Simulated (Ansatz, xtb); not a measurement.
Species: BF₃ (charge -1, doublet). 
Coordinates optimised at B3LYP-D3(BJ)/def2-TZVP (Ansatz, a quantum-chemistry and plane-wave program):
```
B
F 1 1.4052
F 1 1.4052 2 110.56
F 1 1.4052 2 110.56 3 122.76
```
Charge -1, spin multiplicity 2.

Harmonic wavenumbers from GFN2-xTB (xtb, at its own minimum), cm⁻¹: -899, 274, 274, 605, 958, 959.

Question: Give the harmonic wavenumbers at B3LYP-D3(BJ)/def2-TZVP (Ansatz, finite differences of forces, unscaled).

Answer: 408, 408, 597, 859, 1041, 1041 cm⁻¹. Zero-point energy 6.2 kcal/mol.

Question: From these and the geometry, give the ideal-gas thermochemistry at 298.15 K and 1 atm (rigid rotor, harmonic oscillator).

Answer: Point group C3v, rotational symmetry number 3. Rotational constants 9.632, 9.632, 4.985 GHz. S(trans) 38.56, S(rot) 21.87, S(vib) 2.64, S(elec, spin only) 1.38, S 64.5 cal/(mol K). H(298) - H(0) 2.93 kcal/mol; G - E(el) -10.1 kcal/mol.
